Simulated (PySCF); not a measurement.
Dimethylphosphine, C₂H₇P.
SMILES with atom numbers: `[CH3:1][PH:2][CH3:3]` (hydrogens: H4, H5, H6 on C1; H7 on P2; H8, H9, H10 on C3)

The calculation used PySCF 2.14.0, PBE0-D3(BJ)/def2-SVP geometry optimisation, gas phase.

(1) What internal coordinates does the optimisation give?

Answers

(1) 
| bond | length (Å) | order |
| --- | --- | --- |
| C1–P2, P2–C3 | 1.854 | single |
| C1–H4 and 5 like bonds | 1.101 | single |
| P2–H7 | 1.430 | single |

Bonds in one row agree within 0.01 Å and their mean is given. Orders are formal, as drawn. A selection of angles:
| angle | degrees |
| --- | --- |
| P2–C1–H4 | 109.5 |
| P2–C1–H6 | 113.4 |
| H4–C1–H5 | 107.5 |
| H4–C1–H6 | 108.9 |
| C1–P2–C3 | 99.9 |
| C1–P2–H7 | 97.0 |

P2 (phosphine phosphorus) is pyramidal (angles 99.9°, 97.0° and 96.9°, sum 293.8°, 0.83 Å off the plane of its three neighbours).

Point group: Cs (tolerance 0.08 Å). Whether it is a minimum is left open (no frequencies).

The run took 7.8 s of wall time on AMD EPYC 7R43, one thread (shared host), and the process peaked at 0.35 GiB of memory. These figures are those of the optimisation.
